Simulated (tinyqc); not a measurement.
Inside a calculation. Method: CIS on RHF in the sto-3g basis, frozen core, for H2O, spin multiplicity 1. One step of it, computed by the program tinyqc.

Question. CIS singlet states. Diagonalise A (1 hartree = 27.211386 eV); each vector has its largest component positive (the first on a tie). The transition dipole is mu = sqrt2 sum c_ia <i|r|a>.

CIS matrix A, singlet (hartree):
```
           2>6        2>7        3>6        3>7        4>6        4>7       5>6       5>7
2>6   1.394089   0.018590  -0.007268   0.050667   0.060474   0.019751  0.000000  0.000000
2>7   0.018590   1.519220  -0.036733   0.010001   0.026777  -0.011307  0.000000  0.000000
3>6  -0.007268  -0.036733   0.772913  -0.027189  -0.047298   0.036060  0.000000  0.000000
3>7   0.050667   0.010001  -0.027189   1.070643   0.093228   0.018505  0.000000  0.000000
4>6   0.060474   0.026777  -0.047298   0.093228   0.568924   0.005138  0.000000  0.000000
4>7   0.019751  -0.011307   0.036060   0.018505   0.005138   0.707598  0.000000  0.000000
5>6   0.000000   0.000000   0.000000   0.000000   0.000000   0.000000  0.428234  0.015140
5>7   0.000000   0.000000   0.000000   0.000000   0.000000   0.000000  0.015140  0.571079
```

dipole integrals <i|r|a> (bohr):
```
             x          y          z
2>6   0.000000   0.009016   0.060079
2>7   0.000000   0.158483   0.049748
3>6   0.000000   0.894643  -0.155545
3>7   0.000000   0.223453   0.556697
4>6   0.000000  -0.240933   0.393355
4>7   0.000000   0.625309   0.056327
5>6  -0.079697   0.000000   0.000000
5>7  -0.019330   0.000000   0.000000
```

Give: singlet excitation energies; lowest vectors; oscillator strengths 2/3 w |mu|^2.

Answer.

singlet excitation energies (eV): 11.610  14.720  15.583  18.795  21.511  29.372  38.236  41.542

lowest vectors:
```
     state 1  state 2  state 3  state 4  state 5  state 6
2>6    0.000   -0.056    0.000   -0.031    0.001   -0.188
2>7    0.000   -0.018    0.000   -0.006    0.055   -0.031
3>6    0.000    0.182    0.000   -0.380    0.900   -0.098
3>7    0.000   -0.154    0.000   -0.092    0.103    0.963
4>6    0.000    0.968    0.000    0.099   -0.133    0.161
4>7    0.000   -0.047    0.000    0.915    0.399    0.032
5>6    0.995    0.000    0.104    0.000    0.000    0.000
5>7   -0.104    0.000    0.995    0.000    0.000    0.000
```

oscillator strengths 2/3 w |mu|^2: 0.003  0.062  0.001  0.041  1.330  0.539
